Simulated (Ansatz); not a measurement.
Two shapes of singlet H₅O₂(+).

Shape 1:

```xyz
7

H     0.0000    0.0000   -0.0248
O     1.1917    0.0423    0.0327
O    -1.1917   -0.0423    0.0327
H     1.6054    0.8024    0.4713
H    -1.6054   -0.8024    0.4713
H     1.7350   -0.2354   -0.7208
H    -1.7350    0.2354   -0.7208
```

Shape 2:

```xyz
7

H    -0.0476    0.0126   -0.0158
O     1.1754    0.0839    0.0552
O    -1.1449   -0.0494    0.0489
H     1.6106    0.7646    0.5036
H    -1.5776   -0.8112    0.4307
H     1.6882   -0.2383   -0.7034
H    -1.7820    0.2462   -0.7075
```

Basis set: def2-TZVP (spherical functions). Frozen core: 2 orbitals. Charge 1, multiplicity 1.

Computed with Ansatz (development build ahead of 0.2.0); each method stands on the lowest determinant of its kind that the runs found.

(1) Which shape is lower in energy, and by how much in each method?

Results:

(1)

```json
{"method": "RHF", "E(2) − E(1) (eV)": "0.207"}
{"method": "RHF-MP2", "E(2) − E(1) (eV)": "0.227"}
```

Shape 1 is lower.
